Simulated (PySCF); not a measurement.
SH and its ions

UHF-CCSD(T); basis H aug-cc-pVDZ, S aug-cc-pV(D+d)Z; no relativity; PySCF 2.14. Neutral (UHF): doublet (π ↑), Re = 1.355 Å, ωe = 2682 cm⁻¹, De = 3.53 eV.

SH⁻ (RHF): singlet (closed shell), Re = 1.358 Å, ωe = 2630 cm⁻¹. The energies at the minima are -398.24358 hartree for SH and -398.32109 for SH⁻.

Problem. Work out the adiabatic electron affinity, without and with harmonic zero-point energies (1 hartree = 27.2114 eV, 1 eV = 8065.5 cm⁻¹), and the change of the bond length.

Solution. At CCSD(T): 0.07751 hartree = 2.109 eV between the minima; the zero-point term (2682.0 − 2630.0)/2 cm⁻¹ = +0.003 eV makes it 2.112 eV. Re changes by +0.3 pm against the neutral. The electron enters a π orbital, which is non-bonding in a hydride.

Correlated steps freeze 5 core orbitals. Correlated levels converge slowly with the basis: in double zeta they bind strong bonds too weakly, by up to about 1 eV, and carry superposition errors of some tenths. States were picked by a PBE0 search and need not be the measured ground states.

Neutral and ion stand on different kinds of reference determinant, which adds to the error of the difference.
